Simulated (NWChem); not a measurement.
**PH (SMILES [PH]) at UPBE0/cc-pVTZ**

Aim: the vertical ionisation energy of PH at UPBE0/cc-pVTZ, from 2 runs. 

Program for the calculation: NWChem 7.3.0.

19 further runs of the same task are left out: 19 set aside as unsound or not needed. Runs told in other sessions of the task aren't counted.

## (1) Starting point

The species is PH (2 atoms), meant as a triplet with charge 0. As SMILES, `[PH]`. Geometry: relaxed at PBE0-D4/def2-TZVP.

Bond lengths: P1–H2 1.428 Å.

## (2) Energy and gradient at UPBE0/cc-pVTZ

Contents of m1.nw:

```
start m1
title "HP"
memory total 2200 mb
geometry units angstroms noautosym nocenter noautoz
  P     0.000000    0.000000   -0.014610
  H     0.000000    0.000000    1.413680
end
basis spherical bse
  P library cc-pVTZ
  H library cc-pVTZ
end
dft
  xc pbe0
  mult 3
  grid xfine
  convergence energy 1e-08
  iterations 100
  mulliken
end
task dft gradient
```

Run with:

```
$ nwchem m1.nw > m1.out
```

The program printed:

```text
[...]
          Wavefunction type:  spin polarized.
          No. of atoms     :     2
          No. of electrons :    16
[...]
          Charge           :     0
          Spin multiplicity:     3
[...]
          AO basis - number of functions:    48
[...]
              XC Information
              --------------
                         PBE0 Method XC Functional
                     Hartree-Fock (Exact) Exchange  0.250
          PerdewBurkeErnzerhof Exchange Functional  0.750
            Perdew 1991 LDA Correlation Functional  1.000 local
           PerdewBurkeErnz. Correlation Functional  1.000 non-local
[...]
 d= 0,ls=0.0,diis     1   -341.7424664817 -3.47D+02  4.78D-03  3.72D-02     4.2
[...]
 d= 0,ls=0.0,diis     8   -341.7586872772 -9.05D-09  1.05D-06  5.12D-10    20.8
[...]
         Total DFT energy =     -341.758687277172
      One electron energy =     -483.254677459248
           Coulomb energy =      159.354320198653
    Exchange-Corr. energy =      -23.415785949893
 Nuclear repulsion energy =        5.557455933316
[...]
      Total Density - Mulliken Population Analysis
     ---------------------------------------------
    Atom       Charge   Shell Charges
 -----------   ------   -------------------------------------------------------
    1 P   15    15.03   2.00  1.87  0.21  1.16  0.66  5.74  0.57  1.72  1.04  0.02  0.03  0.00
    2 H    1     0.97   0.24  0.52  0.18  0.00  0.02  0.00
[...]
      <S2> =      2.0090 (Exact =     2.0000)
[...]
  wavefunction    = open shell
                         DFT ENERGY GRADIENTS
    atom               coordinates                        gradient
                 x          y          z           x          y          z
   1 P       0.000000   0.000000  -0.027609    0.000000   0.000000   0.001027
   2 H       0.000000   0.000000   2.671468   -0.000000  -0.000000  -0.001027
[...]
```

Run time: 29 s. Hardware: 1 thread of Intel Xeon Platinum 8175M at 2.50GHz (Skylake/Cascade Lake), shared host; peak memory 0.12 GiB.

## (3) The doublet cation: a single-point energy at UPBE0/cc-pVTZ

Contents of m1.nw:

```
START m1
TITLE "HP"
memory 2200 mb
charge 1

GEOMETRY units atomic noautosym nocenter noautoz
P    0.00000000   0.00000000  -0.02760890
H    0.00000000   0.00000000   2.67146803
END

BASIS spherical bse
* library cc-pVTZ
END

DFT
xc pbe0
mult 2
grid xfine
convergence energy 1e-08
maxiter 100
mulliken
print low
END

TASK dft energy
```

Run with:

```
$ nwchem m1.nw > m1.out
```

The program printed:

```text
[...]
 d= 0,ls=0.0,diis     1   -341.2567546976 -3.47D+02  1.03D-02  7.54D-01     3.1
[...]
 d= 0,ls=0.0,diis     8   -341.3806965327 -9.48D-10  2.94D-07  4.69D-11    16.9
[...]
         Total DFT energy =     -341.380696532657
      One electron energy =     -477.388516041874
           Coulomb energy =      153.564275159195
    Exchange-Corr. energy =      -23.113911176079
 Nuclear repulsion energy =        5.557455526101
[...]
      Total Density - Mulliken Population Analysis
     ---------------------------------------------
    Atom       Charge   Shell Charges
 -----------   ------   -------------------------------------------------------
    1 P   15    14.16   2.00  1.87  0.24  1.31  0.49  5.74  0.52  1.43  0.48  0.02  0.03  0.00
    2 H    1     0.84   0.23  0.50  0.08  0.00  0.03  0.00
[...]
      <S2> =      0.7561 (Exact =     0.7500)
[...]
```

Wall time 18 s (1 thread of Intel Xeon Platinum 8175M at 2.50GHz (Skylake/Cascade Lake), shared host); peak memory 0.11 GiB.

## (4) What came out

Level: UPBE0/cc-pVTZ.

```
                                          quantity          value
                          triplet PH: total energy  -341.75869 Eh
                         triplet PH: dipole moment         0.51 D
    triplet PH: HOMO energy (highest over α and β)       -7.38 eV
     triplet PH: LUMO energy (lowest over α and β)       -2.80 eV
                                  triplet PH: ⟨S²⟩          2.009
              triplet PH: largest force on an atom     0.053 eV/Å
                      doublet cation: total energy  -341.38070 Eh
                              doublet cation: ⟨S²⟩          0.756
vertical ionisation energy (to the doublet cation)      10.286 eV
```

The vertical ionisation energy comes to 10.29 eV (237 kcal/mol).
